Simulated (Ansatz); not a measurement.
A calculation with Ansatz (development build ahead of 0.2.0).

```yaml
crystal:
  periodic: [false, false, false]
  atoms:
    - { symbol: "N", position_ang: [-0.2594, -0.1058, 0.5034] }
    - { symbol: H, position_ang: [-0.9809, -0.8532, 0.2438] }
    - { symbol: O, position_ang: [0.3496, 0.1993, -0.471] }
basis:
  gaussian: { orbitals: def2-SVP }
magnetization:
  spin_polarized: true
  initial_magnetization: 2
hamiltonian:
  xc: hf
output:
  forces: true
```

The input is written out in the form of the current development build from the run's settings.

Results

```json
{
 "Converged": "yes",
 "Total energy": "-129.68255 hartree",
 "Spin squared of the determinant": "2.024",
 "Stability test": "minimum"
}
```

Forces (eV/Å):
| atom | Fx | Fy | Fz |
| --- | --- | --- | --- |
| N1 | -2.417 | -2.099 | 0.616 |
| H2 | 1.084 | 1.264 | 0.906 |
| O3 | 1.333 | 0.835 | -1.522 |

Caution: another spin multiplicity may lie lower.
